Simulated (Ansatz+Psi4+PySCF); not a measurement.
A calculation with Psi4 1.11.

```
molecule {
1 2
B 0.300000 0.300000 0.300000
H 0.012800 1.340700 0.800500
H -0.352000 -0.128100 -0.598800
H 1.239200 -0.312700 0.698300
}

set basis cc-pVTZ
set reference uhf
set scf_type pk
set mp2_type conv
set cc_type conv
set num_frozen_docc 1
energy('mp2')
```

The input is written out from the run's settings.

The run gave:

- Converged: yes
- Reference energy: -25.94354 hartree
- Correlation energy: -0.08279 hartree
- Total energy: -26.02633 hartree
- Spin squared of the determinant: 0.780

Caution: MP2 on this radical cation hangs on the determinant chosen.
